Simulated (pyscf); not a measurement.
Elementary routes open to H₃Si–NH–SiH₃ + hydrogen fluoride (HF) in the gas phase (singlet surface):
A. F–SiH₂–NH–SiH₃ + hydrogen (H₂) (H–Si, F–H broken; F–Si, H–H formed)
B. F–SiH₃ + silylamine (H₂N–SiH₃) (N–Si, F–H broken; F–Si, H–N formed)

PySCF, gas phase, ωB97X-D3(BJ)/def2-SVP geometries.

Problem. Rank the routes by free-energy barrier at 900 K, lowest first, for ωB97M-D3(BJ)/def2-TZVP energies (ideal gas, 1 atm, RRHO with modes under 100 cm⁻¹ raised to 100, one conformer, R ln 2 for chiral ones without a mode under 150 cm⁻¹).

Solution. B (179.5 kJ/mol), A (229.0 kJ/mol)

Route B is the fastest of these, ahead of the next by 49.4 kJ/mol. The most stable products are those of A (ΔG = -125.3 kJ/mol), whose barrier is 49.4 kJ/mol higher: the kinetic and the thermodynamic product differ. At 298 K B is still the fastest. B: On the reactant side the descent ends in a complex, 32.3 kJ/mol under the separated species and 73.5 kJ/mol under the saddle at ωB97X-D3(BJ)/def2-TZVP. On the product side the descent ends in a complex (not fully relaxed), 17.3 kJ/mol under the separated species and 127.8 kJ/mol under the saddle at ωB97X-D3(BJ)/def2-TZVP. Only these routes are compared; each barrier is that of the saddle found, and lower ones may exist.
